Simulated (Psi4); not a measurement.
# CH5BN− (SMILES [BH3-]N=C) at 3 levels

Wanted: a comparison of 3 runs (HF/3-21G, PBE0/6-31G**, r2SCAN/def2-SVP) of CH5BN−. 

Program for the calculation: Psi4 1.11.

2 further runs of the same task are left out: 2 set aside as unsound or not needed.

## Step 1: The system as given

CH5BN− has 8 atoms, charge -1, and is taken as a singlet. SMILES: `[BH3-]N=C`. Geometry: relaxed at GFN2-xTB.

Bond lengths: B1–N2 1.547 Å, N2–C3 1.237 Å, B1–H4 1.227 Å, B1–H5 1.222 Å, B1–H6 1.227 Å, C3–H7 1.118 Å, C3–H8 1.106 Å. Angles: B1–N2–C3 122.9°, N2–B1–H4 109.8°, N2–B1–H5 108.3°, N2–B1–H6 109.4°, N2–C3–H7 126.8°, N2–C3–H8 120.8°, H4–B1–H5 110.1°, H4–B1–H6 109.4°, H5–B1–H6 109.9°, H7–C3–H8 112.4°.

## Step 2: Energy and gradient at HF/3-21G (run 1)

The input, ch5bn_ase.py:

```python
import numpy as np
from ase.calculators.psi4 import Psi4
from ase import Atoms

mol = Atoms(['B', 'N', 'C', 'H', 'H', 'H', 'H', 'H'], positions=[
    [0.165600, 1.032650, 0.317000],
    [0.676790, -0.343350, -0.170270],
    [-0.078150, -1.293200, -0.410600],
    [-0.623460, 1.495860, -0.501040],
    [1.127090, 1.777360, 0.440280],
    [-0.400090, 0.897810, 1.397340],
    [-1.192360, -1.302570, -0.318090],
    [0.324580, -2.264550, -0.754640],
])
calc = Psi4(atoms=mol, method='hf', basis='3-21G', memory='1600MB', num_threads=1, charge=-1, multiplicity=1, label='ch5bn')
calc.psi4.set_options({'puream': True, 'e_convergence': 1e-09, 'd_convergence': 1e-08, 'scf_type': 'pk'})
mol.calc = calc

forces = mol.get_forces()
print(f'energy: {mol.get_potential_energy():.6f} eV')
print('forces / eV A^-1')
print(np.round(forces, 5))
```

Run with:

```
python ch5bn_ase.py
```

ch5bn.dat:

```text
[...]
  Running in c1 symmetry.
[...]
  Nuclear repulsion =   63.941238414873794
[...]
  Multiplicity = 1
[...]
  Nalpha       = 12
  Nbeta        = 12
[...]
    Number of basis functions: 37
[...]
   @RHF iter   1:  -119.08907917994210   -9.34112e-01   1.08875e-02 ADIIS/DIIS
[...]
   @RHF iter  11:  -119.19325231299234   -3.01270e-12   6.26630e-09 DIIS
[...]
    Orbital Energies [Eh]
    ---------------------
    Doubly Occupied:
       1A    -15.244584     2A    -10.998586     3A     -7.265762
       4A     -0.984617     5A     -0.609328     6A     -0.484824
       7A     -0.405071     8A     -0.321459     9A     -0.267634
      10A     -0.206029    11A     -0.163993    12A     -0.134646
[...]
  @RHF Final Energy:  -119.19325231299234
   => Energetics <=
    Nuclear Repulsion Energy =             63.9412384148737942
    One-Electron Energy =                -292.0959143864344583
    Two-Electron Energy =                 108.9614236585683216
    Total Energy =                       -119.1932523129923425
[...]
  -Total Gradient:
     Atom            X                  Y                   Z
    ------   -----------------  -----------------  -----------------
       1       -0.002516067195    -0.013595447909    -0.004112584692
       2       -0.008966372189     0.002620067520     0.001457819607
       3        0.015790792340     0.030435825549     0.008335657583
       4        0.003388120429    -0.002921919043     0.001707986290
       5       -0.000602683888    -0.006523313442    -0.001813556123
       6        0.002628161512    -0.001305861839    -0.003855666741
       7       -0.015390908404    -0.002846662774     0.000630995201
       8        0.005668957394    -0.005862688062    -0.002350651124
[...]
```

On the terminal:

```text
energy: -3243.413600 eV
forces / eV A^-1
[[ 0.12938  0.69911  0.21148]
 [ 0.46107 -0.13473 -0.07496]
 [-0.812   -1.56507 -0.42864]
 [-0.17422  0.15025 -0.08783]
 [ 0.03099  0.33544  0.09326]
 [-0.13515  0.06715  0.19827]
 [ 0.79143  0.14638 -0.03245]
 [-0.29151  0.30147  0.12088]]
```

Run time: 1.7 s. Hardware: 1 thread of Intel Xeon at 2.60GHz (Ice Lake), shared host; peak memory 0.19 GiB.

## Step 3: The energy at PBE0/6-31G(d,p) (spherical functions) (run 2)

The input, calc.in:

```
memory 1600 mb

molecule molecule1 {
  -1 1
  B      0.165600     1.032650     0.317000
  N      0.676790    -0.343350    -0.170270
  C     -0.078150    -1.293200    -0.410600
  H     -0.623460     1.495860    -0.501040
  H      1.127090     1.777360     0.440280
  H     -0.400090     0.897810     1.397340
  H     -1.192360    -1.302570    -0.318090
  H      0.324580    -2.264550    -0.754640
  symmetry c1
  no_reorient
  no_com
}

set basis 6-31G**
set puream true
set e_convergence 1e-09
set d_convergence 1e-08
set scf_type pk
set dft_radial_points 99
set dft_spherical_points 590

energy_value, wavefunction = energy("pbe0", return_wfn=True)
oeprop(wavefunction, "WIBERG_LOWDIN_INDICES", "LOWDIN_CHARGES", "DIPOLE", title="PBE0")
```

Run with:

```
psi4 -i calc.in -o calc.out -n 1
```

calc.out:

```text
[...]
  Running in c1 symmetry.
[...]
  Nuclear repulsion =   63.941238414873794
[...]
  Multiplicity = 1
[...]
  Nalpha       = 12
  Nbeta        = 12
[...]
    Number of basis functions: 67
[...]
   @RKS iter   1:  -120.24809983188092   -4.09059e-01   1.04330e-02 ADIIS/DIIS
[...]
   @RKS iter  11:  -120.54658258982363   -6.25278e-13   3.23104e-09 DIIS
[...]
  @RKS Final Energy:  -120.54658258982363
   => Energetics <=
    Nuclear Repulsion Energy =             63.9412384148737942
    One-Electron Energy =                -293.4888535205261064
    Two-Electron Energy =                 122.9257636586081333
    DFT Exchange-Correlation Energy =     -13.9247311427794500
    Empirical Dispersion Energy =           0.0000000000000000
    VV10 Nonlocal Energy =                  0.0000000000000000
    Total Energy =                       -120.5465825898236290
[...]
 Multipole Moments:
 ------------------------------------------------------------------------------------
     Multipole            Electronic (a.u.)      Nuclear  (a.u.)        Total (a.u.)
 ------------------------------------------------------------------------------------
 L = 1.  Multiply by 2.5417464519 to convert [e a0] to [Debye]
 Dipole X            :         -8.8183637            8.1870306           -0.6313331
 Dipole Y            :          7.1042766           -8.3062723           -1.2019957
 Dipole Z            :          3.0861762           -3.4140548           -0.3278786
 Magnitude           :                                                    1.3967389
[...]
```

Wall time 14 s (1 thread of Intel Xeon at 2.60GHz (Ice Lake), shared host); peak memory 1 GiB.

## Step 4: A single-point energy at r2SCAN/def2-SVP (run 3)

The input, job.dat:

```
memory 1600 MB

molecule {
  -1 1
  B      0.31293865     1.95142568     0.59904318
  N      1.27894774    -0.64883746    -0.32176367
  C     -0.14768210    -2.44379382    -0.77592155
  H     -1.17816865     2.82676572    -0.94682838
  H      2.12989142     3.35872362     0.83200862
  H     -0.75606053     1.69661501     2.64058990
  H     -2.25323384    -2.46150056    -0.60110298
  H      0.61336731    -4.27937930    -1.42606292
  units au
  symmetry c1
  no_reorient
  no_com
}

set basis def2-SVP
set reference rks
set puream true
set e_convergence 1e-09
set d_convergence 1e-08
set scf_type pk
set dft_radial_points 99
set dft_spherical_points 590

e_tot, wfn = energy('r2scan', return_wfn=True)
oeprop(wfn, 'MAYER_INDICES', 'LOWDIN_CHARGES', 'DIPOLE', title='R2SCAN')
print_variables()
```

Run with:

```
psi4 -i job.dat -o job.out -n 1
```

job.out:

```text
[...]
  Running in c1 symmetry.
[...]
  Nuclear repulsion =   63.941238482815528
[...]
  Multiplicity = 1
[...]
  Nalpha       = 12
  Nbeta        = 12
[...]
    Number of basis functions: 67
[...]
   @RKS iter   1:  -120.13463627168582   -2.44883e-01   1.16702e-02 DIIS/ADIIS
[...]
   @RKS iter  12:  -120.53494588613962   -9.52127e-13   2.86797e-09 DIIS
[...]
  @RKS Final Energy:  -120.53494588613962
   => Energetics <=
    Nuclear Repulsion Energy =             63.9412384828155282
    One-Electron Energy =                -293.1474873962412744
    Two-Electron Energy =                 127.0293716283096899
    DFT Exchange-Correlation Energy =     -18.3580686010235574
    Empirical Dispersion Energy =           0.0000000000000000
    VV10 Nonlocal Energy =                  0.0000000000000000
    Total Energy =                       -120.5349458861396243
[...]
 Multipole Moments:
 ------------------------------------------------------------------------------------
     Multipole            Electronic (a.u.)      Nuclear  (a.u.)        Total (a.u.)
 ------------------------------------------------------------------------------------
 L = 1.  Multiply by 2.5417464519 to convert [e a0] to [Debye]
 Dipole X            :         -8.7869730            8.1870305           -0.5999424
 Dipole Y            :          7.1023895           -8.3062722           -1.2038827
 Dipole Z            :          3.0839891           -3.4140548           -0.3300657
 Magnitude           :                                                    1.3849938
[...]
```

Run time: 32 s. Hardware: 1 thread of Intel Xeon at 2.60GHz (Ice Lake), shared host; peak memory 1.2 GiB.

## Step 5: All runs side by side

| run | level | task | integration grid | energy (Eh) | HOMO energy (eV) | LUMO energy (eV) | HOMO–LUMO gap (eV) | wall time |
| --- | --- | --- | --- | --- | --- | --- | --- | --- |
| 1 | HF/3-21G | gradient | – | -119.193252 | -3.66 | 10.55 | 14.21 | 1.7 s |
| 2 | PBE0/6-31G** (spherical functions) | energy | 99 radial × 590 angular | -120.546583 | -0.21 | 6.02 | 6.22 | 14 s |
| 3 | r2SCAN/def2-SVP | energy | 99 radial × 590 angular | -120.534946 | 0.67 | 4.72 | 4.04 | 32 s |

## Step 6: Summary of results

| quantity | value |
| --- | --- |
| run 3: total energy | -120.53495 Eh |
| run 3: HOMO energy | 0.67 eV |
| run 3: LUMO energy | 4.72 eV |
| run 3: HOMO–LUMO gap (to an unbound level, set by the basis) | 4.04 eV |

The HOMO–LUMO gap runs from 4.04 eV (r2SCAN/def2-SVP) to 14.21 eV (HF/3-21G). The two ends differ in method and basis. The empty levels of an anion lie above zero and hang on the basis. Totals of different functionals can't be ranked against each other. In run 3 the HOMO lies above zero, so the outermost electron may be held by the basis alone. All runs together took 47 s, the longest 32 s.
